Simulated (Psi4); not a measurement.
Interaction energy of C2H2 ··· CH4O (SMILES C#C and CO), singlet. Monomers: optimised at B3LYP-D3(BJ) (def2-TZVP), held rigid. Orientation: lowest of the rigid-body minima from ten starts at GFN2-xTB. R is the distance of the centres of mass, along which the second monomer moves.

- PBE/def2-TZVP, counterpoise-corrected (Psi4)
- PBE-D3(BJ)/def2-TZVP, counterpoise-corrected (Psi4)
- B3LYP/def2-TZVP, counterpoise-corrected (Psi4)
- SAPT0/jun-cc-pVDZ, frozen core (Psi4)

Interaction energies in kJ/mol; the last columns give the difference from SAPT0:

```
R / Å  PBE/def2-TZVP  PBE-D3(BJ)/def2-TZVP  B3LYP/def2-TZVP  SAPT0/jun-cc-pVDZ  PBE/def2-TZVP − SAPT0/jun-cc-pVDZ  PBE-D3(BJ)/def2-TZVP − SAPT0/jun-cc-pVDZ  B3LYP/def2-TZVP − SAPT0/jun-cc-pVDZ
-----  -------------  --------------------  ---------------  -----------------  ---------------------------------  ----------------------------------------  -----------------------------------
3.49            3.92                 -0.46             7.53              -0.60                               4.52                                      0.14                                 8.13
3.65           -6.28                -10.22            -3.68             -10.38                               4.09                                      0.16                                 6.69
3.84          -11.04                -14.46            -9.08             -14.65                               3.61                                      0.19                                 5.56
4.06          -11.84                -14.71           -10.23             -14.82                               2.97                                      0.11                                 4.58
4.30          -10.54                -12.86            -9.12             -12.85                               2.31                                     -0.01                                 3.73
4.43           -9.54                -11.59            -8.22             -11.56                               2.01                                     -0.03                                 3.34
4.74           -7.21                 -8.71            -6.13              -8.72                               1.51                                      0.01                                 2.58
5.09           -5.11                 -6.13            -4.36              -6.28                               1.17                                      0.14                                 1.92
5.56           -3.23                 -3.83            -2.86              -4.12                               0.89                                      0.28                                 1.26
6.24           -1.77                 -2.06            -1.71              -2.39                               0.62                                      0.33                                 0.67
7.29           -0.83                 -0.94            -0.87              -1.17                               0.34                                      0.23                                 0.30
8.59           -0.40                 -0.44            -0.43              -0.56                               0.16                                      0.12                                 0.13
```

PBE/def2-TZVP is furthest from SAPT0/jun-cc-pVDZ at 3.49 (4.52 kJ/mol, above); its mean absolute difference over the points is 2.02 kJ/mol.

PBE-D3(BJ)/def2-TZVP is furthest from SAPT0/jun-cc-pVDZ at 6.24 (0.33 kJ/mol, above); its mean absolute difference over the points is 0.15 kJ/mol.

B3LYP/def2-TZVP is furthest from SAPT0/jun-cc-pVDZ at 3.49 (8.13 kJ/mol, above); its mean absolute difference over the points is 3.24 kJ/mol.
